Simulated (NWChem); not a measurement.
System: hydrogen fluoride (HF); SMILES F

Input file for NWChem:

```
start job
memory heap 200 mb stack 900 mb global 1100 mb
geometry units angstroms noautoz
  F      0.000000     0.000000     0.094420
  H      0.000000     0.000000    -0.840355
end
basis spherical
  * library def2-qzvp
end
dft
  xc xpbe96 cpbe96
  iterations 150
  mulliken
end
task dft energy
```

Structure relaxed at the B3LYP/6-31G* (spherical d) level.

Question: What results follow from this input? (PBE/def2-QZVP.) Quantities: basis functions; energy (Ha); highest occupied level (eV); orbital gap (eV); dipole (D).

Answer: 
```yaml
number_of_basis_functions: 87
energy (Ha): -100.40
highest occupied level (eV): -9.52
orbital gap (eV): 9.01
dipole (D): 1.81
```
